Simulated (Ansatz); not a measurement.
## Energy profile

The step: CH₅B ([BH2][CH3]) + NH₃ → BNH₄ ([BH2][NH2]) + CH₄; bonds formed: C2–H5; dative contacts that become bonds: B1–N6; bonds broken: B1–C2, H5–N6 (atoms numbered as in the saddle structure below).

```
atom    x (Å)    y (Å)    z (Å)
  B1  -0.6069  -0.3731  -0.3200
  C2   0.7653   0.7916  -0.6293
  H3  -0.3690  -1.3101  -1.0314
  H4  -1.5976   0.2678  -0.5407
  H5   0.3998   0.1510   0.5151
  N6  -0.3958  -0.6839   1.2080
  H7   0.4449   0.8653  -1.6688
  H8   0.7277   1.8000  -0.2079
  H9   1.7964   0.4276  -0.6346
 H10  -1.0807  -0.3282   1.8539
 H11  -0.0841  -1.6082   1.4557
```

Electronic energies by CCSD(T) at an estimated basis limit (MP2 extrapolated from triple and quadruple zeta, plus CCSD(T) − MP2 in triple zeta), on PBE0-D4/def2-TZVP structures; CH₈BN, singlet; no counterpoise correction. Ansatz 0.2.0; basis: def2-TZVPP and def2-QZVPP; cores frozen in the correlated methods. Extrapolation: Hartree–Fock as exp(−7.88 √X), correlation as X^−2.97.

Question: Give the profile in eV, counted from the separated reactants. (To be estimated.)

Answer: By the calculation:
| point | eV |
| --- | --- |
| separated: CH₅B (linked as [BH2][CH3]; B1, C2, H3, H4, H7, H8, H9; singlet) + NH₃ (H5, N6, H10, H11; singlet) | 0.000 |
| start structure | -1.116 |
| saddle | 0.792 |
| end structure | -1.545 |
| separated: BNH₄ (linked as [BH2][NH2]; B1, H3, H4, N6, H10, H11; singlet) + CH₄ (C2, H5, H7, H8, H9; singlet) | -1.516 |

The T1 diagnostic stays at or below 0.013.

The step is the kind of exchange with an N–H group that builds nitride films in atomic layer and chemical vapour deposition.

For scale, one of the runs: CCSD(T)/def2-TZVPP, 205 basis functions, launched by `ansatz run in.yaml --threads 2 --pin off --events-out ev --progress --plain --max-ram 4352MiB`. Hardware: 2 CPU threads of an Arm Neoverse V1, shared host. Wall time 53 s; peak host memory 2.8 GiB.
